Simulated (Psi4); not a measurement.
**MgH2S2 (SMILES [SH][Mg][SH]): the dipole moment, rung by rung**

The species is MgH2S2 (5 atoms), meant as a singlet with charge 0. As SMILES, `[SH][Mg][SH]`. Geometry: optimised at PBE0/def2-TZVP.

```xyz
5

S    -2.0319    0.8925   -0.7329
Mg   -0.1354    0.2155    0.3443
S     1.7489   -0.4449    1.4526
H    -2.2013   -0.3093   -1.3128
H     2.5477   -0.0685    0.4379
```

Each level gives the dipole moment (D). The values are calculated.

```
                                 level                    kind  program  value (D)
   PBE-D4/def2-TZVPP (density fitting)                     GGA     Psi4       0.83
r2SCAN-D4/def2-TZVPP (density fitting)                meta-GGA     Psi4       0.89
 B3LYP-D4/def2-TZVPP (density fitting)           global hybrid     Psi4       0.84
  PBE0-D4/def2-TZVPP (density fitting)           global hybrid     Psi4       0.89
  wB97M-V/def2-TZVPP (density fitting)  range-separated hybrid     Psi4       0.85
```

The values span 0.83 to 0.89 D. Magnitudes only.
